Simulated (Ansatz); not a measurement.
Two isomers of C2H6N2: A = `N=CCN`, B = `C=C(N)N`.

Calculated with Ansatz (gas phase, PBE0-D4/def2-TZVP geometries, no zero-point term in ΔE). CCSD(T)/CBS is the MP2 limit (def2-TZVPP, def2-QZVPP) plus CCSD(T) − MP2 in def2-TZVPP, frozen cores. Functionals use def2-TZVPP. B3LYP here is the variant with VWN-RPA as its local correlation; programs differ in this. Each species was taken in one conformer, which may not be the lowest.

A:

```xyz
10

N    -0.872   -0.148   -1.333
C    -0.898   -0.289   -0.078
C     0.301    0.016    0.773
N     1.482    0.481    0.090
H    -1.767   -0.398   -1.750
H    -1.785   -0.638    0.472
H    -0.002    0.754    1.528
H     0.541   -0.887    1.349
H     1.250    1.312   -0.444
H     1.751   -0.204   -0.608
```

B:

```xyz
10

C     0.274    1.295    0.225
C     0.001    0.003    0.001
N    -0.637   -0.478   -1.138
N     0.318   -1.030    0.876
H    -0.128    2.069   -0.415
H     0.903    1.596    1.052
H    -1.365   -1.148   -0.931
H    -0.964    0.250   -1.753
H     0.736   -1.826    0.414
H     0.862   -0.731    1.669
```

Question: Which is lower in electronic energy at CCSD(T)/CBS, and by how much? (Estimate.)

Answer: Computed: B, by 29.5 kJ/mol.

Question: Give E(B) − E(A) in kJ/mol with CCSD(T)/def2-SVP, CCSD/def2-TZVPP, ωB97M-V, MP2/def2-TZVPP, B3LYP-D4, PBE-D4, BLYP-D4. (An estimate is asked.)

Answer: The calculation gave: CCSD(T)/def2-SVP -15.6, CCSD/def2-TZVPP -24.3, ωB97M-V -32.9, MP2/def2-TZVPP -31.5, B3LYP-D4 -35.7, PBE-D4 -38.1, BLYP-D4 -33.8. None reverses the order clearly.

Question: Does the order hold for the free energy at 298.15 K (harmonic terms from PBE0-D4)? (An estimate is asked.)

Answer: Computed: Yes: G(B) − G(A) = -25.7 kJ/mol, for one conformer each.

Largest T1 diagnostic: 0.011.

At CCSD(T), def2-SVP lies +13.9 kJ/mol from the extrapolated value and def2-TZVPP +5.2 kJ/mol. Leaving LDA and LC-ωPBE aside and taking each functional with its dispersion term where it has one, the values, not all of them listed here, spread over 11.8 kJ/mol, from r2SCAN0-D4 to ωB97X-V. LDA lies −17.1 kJ/mol from PBE without D4.
